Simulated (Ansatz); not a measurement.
Worked example: correlation energy of CH$_{3}$, doublet

Geometry: displaced at random from a stationary point.

```yaml
atoms:
  - { symbol: C, position_ang: [0.0006, -0.0005, 0.0060] }
  - { symbol: H, position_ang: [1.0797, -0.0026, -0.0055] }
  - { symbol: H, position_ang: [-0.5044, 0.9709, -0.0505] }
  - { symbol: H, position_ang: [-0.5828, -0.9624, -0.0149] }
```

Basis 6-31G; Ansatz 0.2.0. Correlated methods freeze the noble-gas cores, which leaves 7 electrons in 14 orbitals. Prefix R: restricted or restricted open-shell reference; prefix U: unrestricted.

Full CI is exact within this basis and frozen core; it isn't the basis-set limit. The frozen core follows each run's orbitals, which can shift R against U totals by a few meV.

Runs differ by some tens of microhartree through their thresholds and, for an open shell, their frozen cores, so the step to full CI, which has another core, is uncertain by up to 0.1 kcal/mol.

| level | total energy (hartree) |
| --- | --- |
| UHF | -39.544090 |
| UMP2 | -39.620610 |
| UCCSD | -39.639205 |
| UCCSD(T) | -39.640307 |
| UCCSDT | -39.640544 |
| UCCSDT(Q) | -39.640630 |
| UCCSDTQ | -39.640633 |
| full CI | -39.640625 |

Problem. What is the correlation energy at full CI, and what share of it do UMP2 and UCCSDT recover?

Solution. E(corr) = -39.640625 − (-39.544090) = -0.096535 hartree = -2.627 eV. UMP2: -0.076520 / -0.096535 = 79.27 %. UCCSDT: -0.096454 / -0.096535 = 99.92 %.

Problem. By how many kcal/mol does UCCSD(T) miss full CI (1 hartree = 627.509 kcal/mol), and which steps make up the rest?

Solution. -39.640307 − (-39.640625) = 0.000318 hartree = 0.20 kcal/mol. Steps: UCCSDT − UCCSD(T) = -0.15, UCCSDT(Q) − UCCSDT = -0.05, UCCSDTQ − UCCSDT(Q) = 0.00, full CI − UCCSDTQ = 0.01 kcal/mol. That is within 1 kcal/mol of the reference in this basis, which itself misses far more of the correlation at the basis-set limit.
